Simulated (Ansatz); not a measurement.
## How the TA phonon frequency at X of zinc-blende BP moves with the method

No measured value is used here.

```json
[
 {"level (code)": "LDA (Ansatz)", "value (cm⁻¹)": "312", "cell (Å³/atom)": "11.32"},
 {"level (code)": "PBE (Ansatz)", "value (cm⁻¹)": "313", "cell (Å³/atom)": "11.76"},
 {"level (code)": "r²SCAN (Ansatz)", "value (cm⁻¹)": "326", "cell (Å³/atom)": "11.67"},
 {"level (code)": "HSE06 (Ansatz)", "value (cm⁻¹)": "326", "cell (Å³/atom)": "11.57"},
 {"level (code)": "PBE0 (Ansatz)", "value (cm⁻¹)": "327", "cell (Å³/atom)": "11.57"}
]
```

Each level is taken at its own relaxed cell. Cutoffs and k meshes differ between the levels. Ansatz's density-functional and Hartree–Fock values are scalar-relativistic unless marked +SOC, with PAW data made under PBE.

Ansatz is a first-principles code.
